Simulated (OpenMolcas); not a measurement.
# S2 (sulfur dimer): UHF/6-311G(d,p)

Aim: the vertical ionisation energy of S2 (sulfur dimer) at UHF/6-311G**, from 2 runs. 

The results are computed with OpenMolcas 26.06.

## 1. The molecule

S2: 2 atoms, total charge 0, spin state triplet. SMILES: `S=S`. The bond length is the measured one.

Bond lengths: S1–S2 1.889 Å.

## 2. Energy and gradient at UHF/6-311G(d,p)

input.xyz

```xyz
2

S      0.000000     0.000000     0.000000
S      0.000000     0.000000     1.889200
```

job.input

```
&GATEWAY
 BasLib=$CurrDir
 Coord=input.xyz
 Basis=6-311Gss
 Group=NoSym

&SEWARD

&SCF
 UHF
 Spin=3
 PrOrbitals=0

&ALASKA
```

The basis set 6-311G** is read from a file made from the Basis Set Exchange's data (not shown).

Started as:

```console
export MOLCAS_MEM=1860
pymolcas job.input > job.log
```

The log of the run (excerpt; [...] marks lines left out):

```text
--- Start Module: gateway ---
[...]
--- Stop Module: gateway /rc=_RC_ALL_IS_WELL_ ---
[...]
      Basis functions           52
[...]
--- Start Module: scf ---
[...]
       Convergence after  12 Iterations
[...]
::    Total SCF energy                               -795.0582207793
[...]
      Total spin, S                                     1.0100367277
[...]
      Total electronic charge=   32.000000
      Total            charge=   -0.000000
[...]
      Dipole Moment (debye):
      Origin of the operator (angstrom)=    0.0000    0.0000    0.9446
                   X= -6.1755E-16               Y=  3.9036E-16               Z=  1.0554E-13           Total=  1.0554E-13
      Quadrupole Moment (debye*angstrom):
[...]
--- Stop Module: scf /rc=_RC_ALL_IS_WELL_ ---
--- Start Module: alaska ---
[...]
 *              Molecular gradients               *
 **************************************************
  Irreducible representation: a
 ------------------------------------------------------------------------------------------
                              X                       Y                       Z
 ------------------------------------------------------------------------------------------
  S1                9.67876506108148E-16   -5.62874206596011E-16   -7.66004689323196E-03
  S2               -9.67876506108156E-16    5.62874206596013E-16    7.66004689322486E-03
 ------------------------------------------------------------------------------------------
--- Stop Module: alaska /rc=_RC_ALL_IS_WELL_ ---
[...]
```

Wall time 2.2 s (1 thread of Arm Neoverse V2, shared host); peak memory 0.38 GiB.

## 3. The doublet cation, same level

input.xyz is that of step 2.

job.inp

```
>>> EXPORT MOLCAS_PRINT=2

&GATEWAY
  BasLib=$CurrDir
  Coord=input.xyz
  Basis=6-311Gss
  Group=NoSym

&SEWARD

&SCF
  UHF
  Charge=1
  Spin=2
  PrOrbitals=0

&ALASKA
```

The basis set 6-311G** is read from a file made from the Basis Set Exchange's data (not shown).

Started as:

```console
export MOLCAS_MEM=1860
pymolcas job.inp > job.log
```

The log of the run (excerpt; [...] marks lines left out):

```text
--- Start Module: gateway ---
[...]
--- Stop Module: gateway /rc=_RC_ALL_IS_WELL_ ---
[...]
      Basis functions           52
[...]
--- Start Module: scf ---
[...]
       Convergence after  19 Iterations
[...]
::    Total SCF energy                               -794.7034899956
[...]
      Total spin, S                                     0.5068807723
[...]
      Total electronic charge=   31.000000
      Total            charge=    1.000000
[...]
      Dipole Moment (debye):
      Origin of the operator (angstrom)=    0.0000    0.0000    0.9446
                   X=  1.2369E-15               Y=  4.0620E-16               Z=  3.2757E-11           Total=  3.2757E-11
      Center of Charge (angstrom)
[...]
--- Stop Module: scf /rc=_RC_ALL_IS_WELL_ ---
[...]
--- Start Module: alaska ---
[...]
 *              Molecular gradients               *
 **************************************************
  Irreducible representation: a
 ------------------------------------------------------------------------------------------
                              X                       Y                       Z
 ------------------------------------------------------------------------------------------
  S1                6.86465592104381E-16   -8.33048765739348E-16   -8.55015361370164E-02
  S2               -6.86465592104372E-16    8.33048765739349E-16    8.55015361370093E-02
 ------------------------------------------------------------------------------------------
--- Stop Module: alaska /rc=_RC_ALL_IS_WELL_ ---
[...]
```

Run time: 2.5 s. Hardware: 1 thread of Arm Neoverse V2, shared host; peak memory 0.38 GiB.

## 4. What came out

At UHF/6-311G**:

| quantity | value |
| --- | --- |
| triplet S2: total energy | -795.05822 Eh |
| triplet S2: dipole moment | 0.00 D |
| triplet S2: HOMO energy (highest over α and β) | -10.41 eV |
| triplet S2: LUMO energy (lowest over α and β) | -0.12 eV |
| triplet S2: ⟨S²⟩ | 2.030 |
| triplet S2: largest force on an atom | 0.394 eV/Å |
| doublet cation: total energy | -794.70349 Eh |
| doublet cation: HOMO energy (highest over α and β) | -18.07 eV |
| doublet cation: LUMO energy (lowest over α and β) | -8.96 eV |
| doublet cation: ⟨S²⟩ | 0.764 |
| doublet cation: largest force on an atom | 4.397 eV/Å |
| vertical ionisation energy (to the doublet cation) | 9.653 eV |

The vertical ionisation energy comes to 9.65 eV (931 kJ/mol). The largest force (triplet S2) is 0.39 eV/Å: the shape isn't a stationary point for this species at this level.
